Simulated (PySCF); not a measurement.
A made-up structure of SiHOF, closed shell:

O1  (-1.294, -0.309, -0.757)
Si2  (0.029, -0.028, 0.049)
F3  (0.588, -0.858, 1.173)
H4  (0.594, 1.202, -0.524)
(Å)

It is relaxed with PBE-D4/def2-SVP and then PBE0-D4/def2-TZVP (PySCF 2.14 with density fitting (its default auxiliary sets; JK sets also for MP2 and CCSD(T))). Atoms count as bonded within 1.22 times the sum of their covalent radii (H–H: 0.88 Å). The end point is not checked to be a true minimum.

Problem. Does its bonding change? (Judge from chemistry; the calculation decides.)

Solution. By the calculation: No: no bond forms or breaks.

Where it ends: The first stage lowers the energy by 0.67 eV in 8 steps. It ends as SiHOF ([O][SiH][F]):
```
4
angstrom
O -1.3839 -0.4435 -0.7356
Si -0.0994 -0.0140 -0.0791
F 0.6456 -0.7504 1.0972
H 0.7182 1.1670 -0.3943
```

Labels in which every atom is bracketed show which atoms are joined, not bond orders.

For scale, one of the runs: PBE0-D4/def2-TZVP relaxation, 105 basis functions, launched by `OMP_NUM_THREADS=2 python run.py`. Hardware: 2 CPU threads of an Arm Neoverse V2, shared host. Wall time 22 s; peak host memory 0.99 GiB.
